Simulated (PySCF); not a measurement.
SiP: one state, many levels of theory

State: ²Π (doublet), unpaired electrons π ↑. Set-up: PySCF, spin-free X2C with a Gaussian nucleus, basis sets Si x2c-SVPall, P x2c-SVPall. De refers to Si + P in their high-spin ground configurations, without counterpoise correction. The functionals are run spin-unrestricted. A positive dipole means Si(−)P(+).

| Level | Re (Å) | ωe (cm⁻¹) | De (eV) | μ (D) |
| --- | --- | --- | --- | --- |
| ROHF | 2.047 | 698 | 1.28 | -1.14 |
| ROHF-MP2 | 2.084 | 635 | 2.88 | n/a |
| ROHF-SCS-MP2 | 2.084 | 633 | 2.85 | n/a |
| ROHF-CCSD | 2.084 | 633 | 2.70 | n/a |
| ROHF-CCSD(T) | 2.098 | 608 | 2.93 | n/a |
| PBE | 2.105 | 601 | 3.88 | -0.64 |
| revPBE | 2.111 | 597 | 3.68 | -0.67 |
| TPSS | 2.098 | 609 | 3.68 | -0.69 |
| r²SCAN | 2.087 | 626 | 3.58 | -0.71 |
| PBE0 | 2.078 | 640 | 3.56 | -0.79 |
| HSE06 | 2.080 | 637 | 3.56 | -0.79 |
| MN15 | 2.049 | 668 | 3.81 | -0.70 |

The bond length runs from 2.047 Å (ROHF) to 2.111 Å (revPBE). De spans 1.28 eV (ROHF, mean field) to 3.88 eV (PBE, GGA). Correlation at CCSD(T) changes the Hartree–Fock bond energy by +1.65 eV; the triples alone change it by +0.23 eV.

Correlated steps freeze 10 core orbitals. Correlated levels converge slowly with the basis: in double zeta they bind strong bonds too weakly, by up to about 1 eV, and carry superposition errors of some tenths. UHF is strongly spin-contaminated for SiP, so the ROHF reference used there is far from stable. The state is the lowest determinant that a PBE0 search found; another state may lie lower at other levels.
